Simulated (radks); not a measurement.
# Si²⁺ in [He] 2s1.5 2p6 3s2 4s0.5: an all-electron calculation

What are the levels of the silicon ion Si2+, how large are its shells, and how does its energy divide?

Program: radks (a radial shooting solver on a logarithmic mesh, Libxc functionals) version 1. Level of theory: scalar-relativistic Kohn-Sham, HCTH/407, spin-polarised, spherical densities, point nucleus; open shells are filled with parallel spins first. These are calculated values, not measurements, unless marked.

### 1 Starting point

| Quantity | Value |
| --- | --- |
| element | silicon (Z = 14) |
| charge | +2 |
| electrons | 12 |
| configuration | [He] 2s1.5 2p6 3s2 4s0.5 |

### 2 Self-consistent calculation

The run's settings:

```text
Z 14
configuration [He] 2s1.5 2p6 3s2 4s0.5 3p0 3d0
relativity scalar-relativistic
functional hcth_407
spin polarised
nucleus point
c 137.035999084
```

**Question.** What will this run give?

**Answer**, as computed:

| quantity | value |
| --- | --- |
| total energy | -286.23028 hartree |
| exchange-correlation share of it | 6.90 % |
| −T/E | 1.0020 |
| highest occupied level | 4s up, -11.703 eV |
| most extended occupied level | 4s up, <r> = 4.43 bohr |
| radius at density 0.001 e/bohr³ | 3.96 bohr |
| maxima of the radial density | 2 |

What this shows: The radial density shows 2 maxima for 4 occupied principal shells; where shells overlap, one shows as a shoulder or not at all. −T/E is 1.002: with relativity the kinetic term as defined here no longer equals −E. This is not the tabulated ground configuration, so its levels and sizes aren't those of the ground state, and no measured value stands beside it.
